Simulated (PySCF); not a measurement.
SMILES O=Cc1cc1=O, C$_{4}$H$_{2}$O$_{2}$

Cartesian coordinates in Å; atom numbers follow the order of the lines, from 1:
```xyz
8

O     2.0381   -1.1097    0.2622
C     1.5088   -0.0607    0.0207
C     0.0335    0.0787   -0.0110
C    -1.0958   -0.6403    0.0835
C    -1.2124    0.7684   -0.1293
O    -1.8634    1.7573   -0.2851
H     2.0854    0.8570   -0.1878
H    -1.4855   -1.6405    0.2230
```

Level of theory: PySCF 2.14.0, quadratic response CAM-B3LYP/aug-cc-pVTZ first hyperpolarisability, Taylor convention, gas phase. Geometry: PBE0-D3(BJ)/def2-TZVP.

(1) Give the tensor of the second harmonic β(−2ω;ω,ω) at 1907 nm in the axes of these coordinates.

## Answers

(1) In au, Taylor convention; rows are the first index (the induced dipole):
```tsv
	xx	yy	zz	xy	xz	yz
x	-196.0	+25.8	-1.5	+31.2	-6.8	-1.2
y	+30.1	+44.6	+6.4	+25.3	-1.2	-1.8
z	-6.9	-1.9	-1.0	-1.1	-2.0	+6.5
```
Norm of βᵢ = ⅓ Σⱼ (βᵢⱼⱼ + βⱼᵢⱼ + βⱼⱼᵢ): 191.0 au, hyper-Rayleigh value 84.3 au.
